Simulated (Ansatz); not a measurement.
The input (input.yaml):

```yaml
crystal:
  periodic: [false, false, false]
  atoms:
    - { symbol: F, position_ang: [-1.547574, -1.269675, 0.911376] }
    - { symbol: Al, position_ang: [-0.468225, -0.768523, -0.2239] }
    - { symbol: P, position_ang: [1.227982, 0.546818, 0.407189] }
    - { symbol: H, position_ang: [-0.626069, -1.344257, -1.615642] }
    - { symbol: H, position_ang: [1.066009, 1.392956, -0.722507] }
    - { symbol: H, position_ang: [0.389876, 1.378681, 1.197384] }
basis:
  gaussian: { orbitals: STO-3G }
hamiltonian:
  xc: pbe
neb:
  order_check: false
  images: 9
  f_tol: 0.05
  max_iterations: 60
  initial_path: idpp
  final_atoms:
    - { symbol: F, position_ang: [-1.64464733, -1.17959469, 0.85897733] }
    - { symbol: Al, position_ang: [-0.56834934, -0.67523931, -0.27796216] }
    - { symbol: P, position_ang: [0.36045765, 1.34874673, -0.06186699] }
    - { symbol: H, position_ang: [-0.37338172, -1.57715965, -1.47920656] }
    - { symbol: H, position_ang: [0.62104049, 1.16398501, 1.3227657] }
    - { symbol: H, position_ang: [1.64687925, 0.85526191, -0.40880732] }
```

Run as:

```bash
$ ansatz run input.yaml --threads 1 --pin off --max-ram 2048MiB --backend cpu --events-out ev --progress --plain --runs-dir out
```

Hardware: 1 thread of Arm Neoverse V2, on a shared host.

Question: Roughly how long does this run take, and how much memory?

Answer: 31 s, with a peak of 0.08 GiB, for 4 band iterations.
